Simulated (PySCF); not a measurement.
## Property card for 2-penten-1-ol, `C(C)/C=C/CO`

2-penten-1-ol, C₅H₁₀O.
Cartesian coordinates in Å at the GFN2-xTB level; atoms count from 1:
```
atom  x, y, z in Å
C1    -2.3144    0.7741    0.0249
C2    -1.5333   -0.5345    0.1499
C3    -0.1104   -0.2757    0.5294
C4     0.9393   -0.5872   -0.2122
C5     2.3606   -0.2996    0.1714
O6     3.0376    0.4670   -0.8051
H7    -1.8946    1.3888   -0.7682
H8    -3.3573    0.5742   -0.2092
H9    -2.2713    1.3362    0.9554
H10   -2.0006   -1.1558    0.9192
H11   -1.5729   -1.0776   -0.7958
H12    0.0331    0.2068    1.4891
H13    0.8146   -1.0585   -1.1782
H14    2.3939    0.2052    1.1482
H15    2.9284   -1.2327    0.2418
H16    2.5397    1.2783   -0.9540
```

Structural features include: C=C double bond and alcohol.

GFN2-xTB geometry:

```yaml
Point_group_of_the_GFN2-xTB_geometry: C1
Rotational_constants_A_B_C_of_the_GFN2-xTB_geometry: 10.112, 1.372, 1.299 GHz
```

From PBE0/def2-SVPD ground state and vertical TDDFT (core frozen in the response) (PySCF):

```yaml
Dipole_moment: 2.09 D
HOMO_energy: -7.36 eV
LUMO_energy: 0.11 eV
HOMO–LUMO_gap: 7.47 eV
Lowest_singlet_excitation: 6.60 eV (188 nm, f = 0.121)
Strongest_line_among_the_6_lowest_singlet_transitions: S3 at 7.16 eV (173 nm, f = 0.319)
Lowest_triplet_excitation_Tamm–Dancoff: 4.42 eV
Static_isotropic_polarisability: 69.2 au
Electronic_spatial_extent_⟨r²⟩_about_the_centre_of_nuclear_charge: 937 bohr²
```

From PBE0/pcSseg-1 ground state and GIAO shieldings, non-relativistic (PySCF):

```yaml
Lowest_Hirshfeld_atomic_charge: -0.24 e on O6
Highest_Hirshfeld_atomic_charge: +0.16 e on H16
13C_chemical_shifts_computed_TMS_as_zero_by_class: 143.3 (C3), 138.7 (C4), 70.7 (C5), 32.0 (C2), 17.5 (C1) ppm
1H_chemical_shifts_computed_TMS_as_zero_by_class: 6.05 (H13), 5.86 (H12), 4.33 (H14/H15), 2.09 (H10/H11), 1.05 (H7/H8/H9), 0.07 (H16) ppm
Isotropic_shieldings_of_nuclei_other_than_C_and_H_by_class: 287 (O6) ppm
Mayer_bond_orders_between_heavy_atoms: C1–C2 1.04, C2–C3 1.03, C3–C4 1.85, C4–C5 1.05, C5–O6 0.93
```

Monoisotopic mass (most abundant isotopes): 86.0732 u.

The principal polarisabilities are 59.0, 59.6 and 88.9 au; their mean is the isotropic value. The 6 singlets span 6.60 to 7.77 eV, and their oscillator strengths add up to 0.51. The rotational constants make it an asymmetric top with κ = (2B − A − C)/(A − C) = -0.98, nearer the prolate limit (−1). S1 lies 0.87 eV below the HOMO–LUMO gap; its leading configuration is HOMO→LUMO, weight 0.49, beside HOMO−1→LUMO, weight 0.45. With B = h/(8π²I), that is 505.379 GHz u Å² over I, the principal moments of inertia are 50.0, 368.5 and 389.0 u Å² (most abundant isotopes). The dipole matches unit charges of opposite sign 0.44 Å apart (1 e·Å = 4.8032 D).

Geometry: GFN2-xTB, one conformer, isolated molecule. NMR classes are plain means over equivalent atoms (diastereotopic ones count apart unless rotation or inversion swaps them), as if these changed places fast; in this geometry the members of some classes differ.

For the TDDFT job (PBE0/def2-SVPD), time: 29 s (with the writing of density and orbital grids); peak memory 0.81 GiB. Hardware: an Intel Xeon Platinum 8488C with one thread (shared host).
